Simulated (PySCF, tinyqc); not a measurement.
Inside a calculation. Method: RHF in the sto-3g basis, for LiH, spin multiplicity 1. The lowest restricted solution is unstable here: a spin-polarised one lies 0.0966 hartree lower (PySCF). Computed by tinyqc, a small Python program that keeps every step (integrals from PySCF). Settings: charge = 0, multiplicity = 1, basis = sto-3g, energy threshold = 1e-09, iteration cap = 83, orthogonalisation = symmetric, start = atomic densities, DIIS depth = 0, damping = 0.2, method = RHF. Command: `OMP_NUM_THREADS=1 python tinyqc.py 20381 20382 out.jsonl` (the two numbers bound the seeds that draw the settings). One thread of a shared host (Intel(R) Xeon(R) Processor @ 2.60GHz), about 0.1 s of CPU time with the checks. Later iterations appear only in the table of the cycle.

## One-electron integrals

Geometry (angstrom):
```
atom,x,y,z
Li,0.00000,0.00000,0.00000
H,0.00000,0.00000,3.20000
```

Basis sto-3g: exponents (1/bohr^2) and contraction coefficients of normalised primitives:
```
element,l (shell),exponent,coefficient
Li,s (1),16.11958,0.15433
Li,s (1),2.93620,0.53533
Li,s (1),0.79465,0.44463
Li,s (2),0.63629,-0.09997
Li,s (2),0.14786,0.39951
Li,s (2),0.04809,0.70012
Li,p (3),0.63629,0.15592
Li,p (3),0.14786,0.60768
Li,p (3),0.04809,0.39196
H,s (1),3.42525,0.15433
H,s (1),0.62391,0.53533
H,s (1),0.16886,0.44463
```

Overlap, kinetic and nuclear-attraction integrals over the contracted functions; the nuclear repulsion is the sum of Za Zb / Rab.

nuclear repulsion = 0.4961036 hartree

overlap S:
```
,1Li 1s,1Li 2s,1Li 2px,1Li 2py,1Li 2pz,2H 1s
1Li 1s,1.00000,0.24114,0.00000,0.00000,0.00000,0.00103
1Li 2s,0.24114,1.00000,0.00000,0.00000,0.00000,0.10087
1Li 2px,0.00000,0.00000,1.00000,0.00000,0.00000,0.00000
1Li 2py,0.00000,0.00000,0.00000,1.00000,0.00000,0.00000
1Li 2pz,0.00000,0.00000,0.00000,0.00000,1.00000,0.15939
2H 1s,0.00103,0.10087,0.00000,0.00000,0.15939,1.00000
```

kinetic energy T (hartree):
```
,1Li 1s,1Li 2s,1Li 2px,1Li 2py,1Li 2pz,2H 1s
1Li 1s,3.57679,-0.02024,0.00000,0.00000,0.00000,-0.00113
1Li 2s,-0.02024,0.10216,0.00000,0.00000,0.00000,-0.00310
1Li 2px,0.00000,0.00000,0.31968,0.00000,0.00000,0.00000
1Li 2py,0.00000,0.00000,0.00000,0.31968,0.00000,0.00000
1Li 2pz,0.00000,0.00000,0.00000,0.00000,0.31968,0.00094
2H 1s,-0.00113,-0.00310,0.00000,0.00000,0.00094,0.76003
```

nuclear attraction V (hartree):
```
,1Li 1s,1Li 2s,1Li 2px,1Li 2py,1Li 2pz,2H 1s
1Li 1s,-8.14825,-1.00422,0.00000,0.00000,-0.00403,-0.00348
1Li 2s,-1.00422,-1.37163,0.00000,0.00000,-0.04805,-0.12488
1Li 2px,0.00000,0.00000,-1.35206,0.00000,0.00000,0.00000
1Li 2py,0.00000,0.00000,0.00000,-1.35206,0.00000,0.00000
1Li 2pz,-0.00403,-0.04805,0.00000,0.00000,-1.38141,-0.19843
2H 1s,-0.00348,-0.12488,0.00000,0.00000,-0.19843,-1.72272
```

core Hamiltonian H = T + V (hartree):
```
,1Li 1s,1Li 2s,1Li 2px,1Li 2py,1Li 2pz,2H 1s
1Li 1s,-4.57146,-1.02446,0.00000,0.00000,-0.00403,-0.00461
1Li 2s,-1.02446,-1.26947,0.00000,0.00000,-0.04805,-0.12798
1Li 2px,0.00000,0.00000,-1.03237,0.00000,0.00000,0.00000
1Li 2py,0.00000,0.00000,0.00000,-1.03237,0.00000,0.00000
1Li 2pz,-0.00403,-0.04805,0.00000,0.00000,-1.06173,-0.19749
2H 1s,-0.00461,-0.12798,0.00000,0.00000,-0.19749,-0.96269
```

## Two-electron integrals

Functions are numbered as in S; the eight-fold symmetry (ij|kl) = (ji|kl) = (kl|ij) leaves the list below.

Two-electron integrals (ij|kl) in chemists' order, unique and non-zero (hartree):
```
i,j,k,l,(ij|kl)
1,1,1,1,1.68040
2,1,1,1,0.26542
2,1,2,1,0.04994
2,2,1,1,0.39773
2,2,2,1,0.09286
2,2,2,2,0.29056
3,1,3,1,0.00898
3,2,3,1,0.01379
3,2,3,2,0.06418
3,3,1,1,0.39664
3,3,2,1,0.09288
3,3,2,2,0.29050
3,3,3,3,0.31295
4,1,4,1,0.00898
4,2,4,1,0.01379
4,2,4,2,0.06418
4,3,4,3,0.01687
4,4,1,1,0.39664
4,4,2,1,0.09288
4,4,2,2,0.29050
4,4,3,3,0.27921
4,4,4,4,0.31295
5,1,5,1,0.00898
5,2,5,1,0.01379
5,2,5,2,0.06418
5,3,5,3,0.01687
5,4,5,4,0.01687
5,5,1,1,0.39664
5,5,2,1,0.09288
5,5,2,2,0.29050
5,5,3,3,0.27921
5,5,4,4,0.27921
5,5,5,5,0.31295
6,1,1,1,0.00095
6,1,2,1,0.00019
6,1,2,2,0.00039
6,1,3,3,0.00038
6,1,4,4,0.00038
6,1,5,1,3.38e-05
6,1,5,2,0.00007
6,1,5,5,0.00040
6,1,6,1,8.92e-07
6,2,1,1,0.02116
6,2,2,1,0.00509
6,2,2,2,0.01999
6,2,3,3,0.01882
6,2,4,4,0.01882
6,2,5,1,0.00064
6,2,5,2,0.00613
6,2,5,5,0.02231
6,2,6,1,2.66e-05
6,2,6,2,0.00435
6,3,3,1,0.00013
6,3,3,2,0.00101
6,3,5,3,0.00056
6,3,6,3,0.00012
6,4,4,1,0.00013
6,4,4,2,0.00101
6,4,5,4,0.00056
6,4,6,4,0.00012
6,5,1,1,0.03276
6,5,2,1,0.00789
6,5,2,2,0.03117
6,5,3,3,0.02926
6,5,4,4,0.02926
6,5,5,1,0.00100
6,5,5,2,0.00969
6,5,5,5,0.03494
6,5,6,1,4.14e-05
6,5,6,2,0.00699
6,5,6,5,0.01124
6,6,1,1,0.16537
6,6,2,1,0.03988
6,6,2,2,0.16427
6,6,3,3,0.15477
6,6,4,4,0.15477
6,6,5,1,0.00403
6,6,5,2,0.04733
6,6,5,5,0.18296
6,6,6,1,0.00020
6,6,6,2,0.05053
6,6,6,5,0.08207
6,6,6,6,0.77461
```

## Orthogonalisation

S = U s U^T; symmetric (Loewdin) form X = U s^(-1/2) U^T, so that X^T S X = 1.

eigenvalues of S: 0.72903  0.85794  1.00000  1.00000  1.14113  1.27190

X:
```
,1Li 1s,1Li 2s,1Li 2px,1Li 2py,1Li 2pz,2H 1s
1Li 1s,1.02294,-0.12598,0.00000,0.00000,-0.00124,0.00924
1Li 2s,-0.12598,1.02704,0.00000,0.00000,0.00646,-0.05348
1Li 2px,0.00000,0.00000,1.00000,0.00000,0.00000,0.00000
1Li 2py,0.00000,0.00000,0.00000,1.00000,0.00000,0.00000
1Li 2pz,-0.00124,0.00646,0.00000,0.00000,1.00978,-0.08154
2H 1s,0.00924,-0.05348,0.00000,0.00000,-0.08154,1.01386
```

## Starting guess

The start is atomic minimal-basis densities projected into this basis (PySCF's MINAO start) and scaled to the electron count of each spin; this density is not idempotent, so its energy is not variational and may lie below the converged one.

D at the start:
```
,1Li 1s,1Li 2s,1Li 2px,1Li 2py,1Li 2pz,2H 1s
1Li 1s,2.07752,-0.22662,0.00000,0.00000,0.00201,-0.01902
1Li 2s,-0.22662,1.02154,0.00000,0.00000,-0.00388,0.07035
1Li 2px,0.00000,0.00000,0.00000,0.00000,0.00000,0.00000
1Li 2py,0.00000,0.00000,0.00000,0.00000,0.00000,0.00000
1Li 2pz,0.00201,-0.00388,0.00000,0.00000,0.00144,0.03703
2H 1s,-0.01902,0.07035,0.00000,0.00000,0.03703,0.98283
```

## Iteration 1: building the Fock matrix

J_ij = sum D_kl (ij|kl), K_ij = sum D_kl (ik|jl); F = H + J - 0.5 K; E = tr D H + tr D J / 2 - 0.25 tr D K + E_nn.

Coulomb J (hartree):
```
,1Li 1s,1Li 2s,1Li 2px,1Li 2py,1Li 2pz,2H 1s
1Li 1s,3.94552,0.66426,0.00000,0.00000,0.00405,0.00248
1Li 2s,0.66426,1.24800,0.00000,0.00000,0.04765,0.11286
1Li 2px,0.00000,0.00000,1.23600,0.00000,0.00000,0.00000
1Li 2py,0.00000,0.00000,0.00000,1.23600,0.00000,0.00000
1Li 2pz,0.00405,0.04765,0.00000,0.00000,1.26467,0.17878
2H 1s,0.00248,0.11286,0.00000,0.00000,0.17878,1.26770
```

exchange K (hartree):
```
,1Li 1s,1Li 2s,1Li 2px,1Li 2py,1Li 2pz,2H 1s
1Li 1s,3.42178,0.54488,0.00000,0.00000,0.00043,0.00237
1Li 2s,0.54488,0.36593,0.00000,0.00000,0.00935,0.08223
1Li 2px,0.00000,0.00000,0.07830,0.00000,0.00000,0.00000
1Li 2py,0.00000,0.00000,0.00000,0.07830,0.00000,0.00000
1Li 2pz,0.00043,0.00935,0.00000,0.00000,0.09339,0.09770
2H 1s,0.00237,0.08223,0.00000,0.00000,0.09770,0.77888
```

Fock matrix F (hartree):
```
,1Li 1s,1Li 2s,1Li 2px,1Li 2py,1Li 2pz,2H 1s
1Li 1s,-2.33683,-0.63264,0.00000,0.00000,-0.00019,-0.00331
1Li 2s,-0.63264,-0.20443,0.00000,0.00000,-0.00507,-0.05623
1Li 2px,0.00000,0.00000,0.16448,0.00000,0.00000,0.00000
1Li 2py,0.00000,0.00000,0.00000,0.16448,0.00000,0.00000
1Li 2pz,-0.00019,-0.00507,0.00000,0.00000,0.15624,-0.06756
2H 1s,-0.00331,-0.05623,0.00000,0.00000,-0.06756,-0.08443
```

total energy of this density = -7.5949101 hartree

This density is the starting one; it is not idempotent, so its energy is not variational and may lie below the converged one.

## Iteration 1: diagonalisation and new density

Diagonalise F' = X^T F X, C = X C', fill 2 alpha and 2 beta electrons from the bottom; D = 2 C_occ C_occ^T; the new density keeps 0.2 of the old one (damping). Each column has its largest component positive (the first on a tie).

F' = X^T F X (hartree):
```
,1,2,3,4,5,6
1,-2.28542,-0.34777,0.00000,0.00000,-0.00177,0.01498
2,-0.34777,-0.08314,0.00000,0.00000,0.00339,-0.05042
3,0.00000,0.00000,0.16448,0.00000,0.00000,0.00000
4,0.00000,0.00000,0.00000,0.16448,0.00000,0.00000
5,-0.00177,0.00339,0.00000,0.00000,0.16987,-0.07581
6,0.01498,-0.05042,0.00000,0.00000,-0.07581,-0.06875
```

orbital energies (hartree): MO1 -2.33905, MO2 -0.11821, MO3 -0.00361, MO4 0.16448, MO5 0.16448, MO6 0.19344

coefficients C:
```
,MO1,MO2,MO3,MO4,MO5,MO6
1Li 1s,0.99179,-0.12672,-0.24868,0.00000,0.00000,-0.02864
1Li 2s,0.03206,0.46103,0.92101,0.00000,0.00000,0.10837
1Li 2px,0.00000,0.00000,0.00000,0.19372,0.98106,0.00000
1Li 2py,0.00000,0.00000,0.00000,0.98106,-0.19372,0.00000
1Li 2pz,0.00041,0.15278,-0.17337,0.00000,0.00000,0.98639
2H 1s,-0.00222,0.81315,-0.48278,0.00000,0.00000,-0.37845
```

D after iteration 1:
```
,1Li 1s,1Li 2s,1Li 2px,1Li 2py,1Li 2pz,2H 1s
1Li 1s,2.01504,-0.08792,0.00000,0.00000,-0.02992,-0.17219
1Li 2s,-0.08792,0.54603,0.00000,0.00000,0.11194,0.61377
1Li 2px,0.00000,0.00000,0.00000,0.00000,0.00000,0.00000
1Li 2py,0.00000,0.00000,0.00000,0.00000,0.00000,0.00000
1Li 2pz,-0.02992,0.11194,0.00000,0.00000,0.03763,0.20618
2H 1s,-0.17219,0.61377,0.00000,0.00000,0.20618,1.25451
```

Within a degenerate level the vectors are fixed only up to a rotation; this is one choice.

## Iteration 2: building the Fock matrix

As before.

Coulomb J (hartree):
```
,1Li 1s,1Li 2s,1Li 2px,1Li 2py,1Li 2pz,2H 1s
1Li 1s,3.81810,0.63971,0.00000,0.00000,0.00879,0.00241
1Li 2s,0.63971,1.19804,0.00000,0.00000,0.08441,0.12644
1Li 2px,0.00000,0.00000,1.18124,0.00000,0.00000,0.00000
1Li 2py,0.00000,0.00000,0.00000,1.18124,0.00000,0.00000
1Li 2pz,0.00879,0.08441,0.00000,0.00000,1.22449,0.20123
2H 1s,0.00241,0.12644,0.00000,0.00000,0.20123,1.50070
```

exchange K (hartree):
```
,1Li 1s,1Li 2s,1Li 2px,1Li 2py,1Li 2pz,2H 1s
1Li 1s,3.36691,0.54656,0.00000,0.00000,-0.00061,-0.00007
1Li 2s,0.54656,0.27615,0.00000,0.00000,0.07330,0.18633
1Li 2px,0.00000,0.00000,0.05293,0.00000,0.00000,0.00000
1Li 2py,0.00000,0.00000,0.00000,0.05293,0.00000,0.00000
1Li 2pz,-0.00061,0.07330,0.00000,0.00000,0.10256,0.18385
2H 1s,-0.00007,0.18633,0.00000,0.00000,0.18385,1.07190
```

Fock matrix F (hartree):
```
,1Li 1s,1Li 2s,1Li 2px,1Li 2py,1Li 2pz,2H 1s
1Li 1s,-2.43682,-0.65802,0.00000,0.00000,0.00507,-0.00215
1Li 2s,-0.65802,-0.20950,0.00000,0.00000,-0.00029,-0.09470
1Li 2px,0.00000,0.00000,0.12240,0.00000,0.00000,0.00000
1Li 2py,0.00000,0.00000,0.00000,0.12240,0.00000,0.00000
1Li 2pz,0.00507,-0.00029,0.00000,0.00000,0.11148,-0.08819
2H 1s,-0.00215,-0.09470,0.00000,0.00000,-0.08819,0.00206
```

total energy of this density = -7.6410159 hartree

This density is a damped mixture and is not idempotent, and it still holds part of the atomic start, so its energy may lie below the converged one.

## Iteration 2: diagonalisation and new density

As before.

F' = X^T F X (hartree):
```
,1,2,3,4,5,6
1,-2.38347,-0.36201,0.00000,0.00000,0.00231,0.02201
2,-0.36201,-0.07894,0.00000,0.00000,0.01215,-0.09599
3,0.00000,0.00000,0.12240,0.00000,0.00000,0.00000
4,0.00000,0.00000,0.00000,0.12240,0.00000,0.00000
5,0.00231,0.01215,0.00000,0.00000,0.12829,-0.10117
6,0.02201,-0.09599,0.00000,0.00000,-0.10117,0.02750
```

orbital energies (hartree): MO1 -2.43903, MO2 -0.11288, MO3 0.03613, MO4 0.12240, MO5 0.12240, MO6 0.20916

coefficients C:
```
,MO1,MO2,MO3,MO4,MO5,MO6
1Li 1s,0.99202,-0.18786,-0.18876,0.00000,0.00000,-0.08575
1Li 2s,0.03122,0.69170,0.69738,0.00000,0.00000,0.32835
1Li 2px,0.00000,0.00000,0.00000,0.90691,-0.42132,0.00000
1Li 2py,0.00000,0.00000,0.00000,0.42132,0.90691,0.00000
1Li 2pz,-0.00175,0.19896,-0.55867,0.00000,0.00000,0.82138
2H 1s,-0.00187,0.61954,-0.46045,0.00000,0.00000,-0.66458
```

D after iteration 2:
```
,1Li 1s,1Li 2s,1Li 2px,1Li 2py,1Li 2pz,2H 1s
1Li 1s,2.03403,-0.17594,0.00000,0.00000,-0.06856,-0.22362
1Li 2s,-0.17594,0.87628,0.00000,0.00000,0.24250,0.80832
1Li 2px,0.00000,0.00000,0.00000,0.00000,0.00000,0.00000
1Li 2py,0.00000,0.00000,0.00000,0.00000,0.00000,0.00000
1Li 2pz,-0.06856,0.24250,0.00000,0.00000,0.07087,0.23847
2H 1s,-0.22362,0.80832,0.00000,0.00000,0.23847,0.86504
```

Within a degenerate level the vectors are fixed only up to a rotation; this is one choice.

## Iteration 19 (converged): orbitals

converged F (hartree):
```
,1Li 1s,1Li 2s,1Li 2px,1Li 2py,1Li 2pz,2H 1s
1Li 1s,-2.38252,-0.64546,0.00000,0.00000,0.01033,-0.00186
1Li 2s,-0.64546,-0.20494,0.00000,0.00000,-0.02295,-0.11680
1Li 2px,0.00000,0.00000,0.14962,0.00000,0.00000,0.00000
1Li 2py,0.00000,0.00000,0.00000,0.14962,0.00000,0.00000
1Li 2pz,0.01033,-0.02295,0.00000,0.00000,0.11758,-0.10801
2H 1s,-0.00186,-0.11680,0.00000,0.00000,-0.10801,-0.04640
```

Diagonalise F' = X^T F X, C = X C', fill 2 alpha and 2 beta electrons from the bottom; D = 2 C_occ C_occ^T. Each column has its largest component positive (the first on a tie).

F' = X^T F X (hartree):
```
,1,2,3,4,5,6
1,-2.32979,-0.35647,0.00000,0.00000,0.01023,0.02390
2,-0.35647,-0.07452,0.00000,0.00000,-0.00924,-0.11485
3,0.00000,0.00000,0.14962,0.00000,0.00000,0.00000
4,0.00000,0.00000,0.00000,0.14962,0.00000,0.00000
5,0.01023,-0.00924,0.00000,0.00000,0.13717,-0.11704
6,0.02390,-0.11485,0.00000,0.00000,-0.11704,-0.01680
```

orbital energies (hartree): MO1 -2.38484, MO2 -0.16419, MO3 0.05363, MO4 0.14962, MO5 0.14962, MO6 0.21146

coefficients C:
```
,MO1,MO2,MO3,MO4,MO5,MO6
1Li 1s,0.99178,-0.16238,-0.21781,0.00000,0.00000,-0.07025
1Li 2s,0.03207,0.59693,0.79991,0.00000,0.00000,0.27634
1Li 2px,0.00000,0.00000,0.00000,0.97754,-0.21074,0.00000
1Li 2py,0.00000,0.00000,0.00000,0.21074,0.97754,0.00000
1Li 2pz,-0.00363,0.25236,-0.46463,0.00000,0.00000,0.86416
2H 1s,-0.00153,0.68102,-0.43172,0.00000,0.00000,-0.62236
```

D after iteration 19:
```
,1Li 1s,1Li 2s,1Li 2px,1Li 2py,1Li 2pz,2H 1s
1Li 1s,2.01999,-0.13024,0.00000,0.00000,-0.08916,-0.22420
1Li 2s,-0.13024,0.71472,0.00000,0.00000,0.30105,0.81295
1Li 2px,0.00000,0.00000,0.00000,0.00000,0.00000,0.00000
1Li 2py,0.00000,0.00000,0.00000,0.00000,0.00000,0.00000
1Li 2pz,-0.08916,0.30105,0.00000,0.00000,0.12740,0.34374
2H 1s,-0.22420,0.81295,0.00000,0.00000,0.34374,0.92759
```

Within a degenerate level the vectors are fixed only up to a rotation; this is one choice.

## Convergence

Stop when the energy changes by less than 1e-09 hartree and every element of the error matrix X^T (F D S - S D F) X is below 9e-06.

Course of the cycle:
```
iteration,E (hartree),change,largest element of the error matrix
1,-7.5949101,-,4.56e-02
2,-7.6410159,-4.61e-02,8.87e-02
3,-7.6750669,-3.41e-02,3.23e-02
4,-7.6858510,-1.08e-02,1.54e-02
5,-7.6885427,-2.69e-03,4.79e-03
6,-7.6891871,-6.44e-04,3.90e-03
7,-7.6893501,-1.63e-04,2.10e-03
8,-7.6893953,-4.52e-05,1.35e-03
9,-7.6894091,-1.39e-05,8.19e-04
10,-7.6894137,-4.62e-06,5.12e-04
11,-7.6894154,-1.64e-06,3.17e-04
12,-7.6894160,-6.07e-07,1.98e-04
13,-7.6894162,-2.30e-07,1.23e-04
14,-7.6894163,-8.80e-08,7.68e-05
15,-7.6894163,-3.39e-08,4.79e-05
16,-7.6894164,-1.32e-08,2.99e-05
17,-7.6894164,-5.11e-09,1.86e-05
18,-7.6894164,-1.99e-09,1.16e-05
19,-7.6894164,-7.72e-10,7.26e-06
```

PySCF RHF in the same basis = -7.6894164 hartree

Converged in 19 iterations.

## Populations, bond orders and dipole

Mulliken: Z minus the diagonal of D S on the atom; Loewdin: the same with S^(1/2) D S^(1/2); Mayer order: 2 sum_s sum (D(s) S)_ij (D(s) S)_ji over the two atoms.

Charges (e):
```
atom,Mulliken,Loewdin
1Li,0.06415,0.06297
2H,-0.06415,-0.06297
```

Mayer bond orders:
```
pair,order
2-1,0.99589
```

dipole moment about the origin, x y z (debye): 0.00000  0.00000  -4.98186
